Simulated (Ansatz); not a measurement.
Relaxation of Cl2H3Si (6 atoms, charge 0, multiplicity 2), to a largest force component of 0.03 eV/Å in at most 50 steps.

Method: UKS PBE/6-31G* in Ansatz 0.2.0.

```xyz
6
Properties=species:S:1:pos:R:3
Si 0.000 0.000 -0.330
Cl 0.000 0.000 2.987
H 1.453 0.000 -0.690
H -0.726 1.258 -0.690
H -0.726 -1.258 -0.690
Cl 0.000 0.000 5.054
```

Q: Where does it end, and by what steps?

A: The run converged. The force dipped under the threshold on the way, but the program's further checks kept it going. After 21 steps the energy has fallen by 2.053 eV; Cl2 moved furthest, 1.57 Å. Parted: Cl2–Cl6 (2.07 → 2.80 Å). Joined: Si1–Cl2 (3.32 → 2.11 Å).

| step | energy less start (eV) | largest force component (eV/Å) | accepted |
| --- | --- | --- | --- |
| 0 | 0.0000 | 1.267 | yes |
| 1 | -0.2013 | 1.418 | yes |
| 2 | -0.4898 | 2.218 | yes |
| 3 | -1.0393 | 2.953 | yes |
| 4 | -1.6007 | 1.131 | yes |
| 5 | -1.7626 | 0.552 | yes |
| 6 | -1.7902 | 0.514 | yes |
| 7 | -1.7970 | 0.055 | yes |
| 8 | -1.7971 | 0.037 | yes |
| 9 | -1.7972 | 0.014 | yes |
| 10 | -1.7974 | 0.392 | yes |
| 11 | -1.8384 | 0.096 | yes |
| 12 | -1.8483 | 0.547 | yes |
| 13 | -1.9000 | 0.302 | yes |
| 14 | -1.9388 | 0.098 | yes |
| 15 | -1.9745 | 0.100 | yes |
| 16 | -2.0059 | 0.150 | yes |
| 17 | -2.0299 | 0.115 | yes |
| 18 | -2.0467 | 0.115 | yes |
| 19 | -2.0506 | 0.134 | yes |
| 20 | -2.0513 | 0.064 | yes |
| 21 | -2.0528 | 0.005 | yes |

```xyz
6
Properties=species:S:1:pos:R:3
Si -0.082 0.000 0.222
Cl -1.216 0.000 2.002
H 1.355 0.000 0.609
H -0.460 1.231 -0.533
H -0.460 -1.231 -0.533
Cl 0.865 0.000 3.875
```

Whether the end is a true minimum wasn't checked by a vibrational analysis.

Time of the run: 86 s on 1 thread of Arm Neoverse V2, on a shared host, peak memory 0.14 GiB.
